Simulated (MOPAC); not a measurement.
MOPAC input (PM3):

```
PM3 1SCF CHARGE=-1 GEO-OK AUX(PRECISION=9) THREADS=1
C2H3O2

C     0.10850459 1    0.05504033 1   -0.05250686 1
O     0.22328157 1    1.21371744 1   -0.51862629 1
O    -1.20140996 1   -0.25340913 1    0.44854802 1
H    -1.65579332 1    0.58035355 1    0.27135946 1
C     1.01286197 1   -0.97365632 1    0.06482395 1
H     0.72779788 1   -1.92009361 1    0.50193316 1
H     2.02482319 1   -0.83103053 1   -0.28656900 1
```

**Question.** What heat of formation does the run end on, and which ionisation energy by Koopmans theorem?

**Answer.** -99.58 kcal/mol; 2.17 eV.
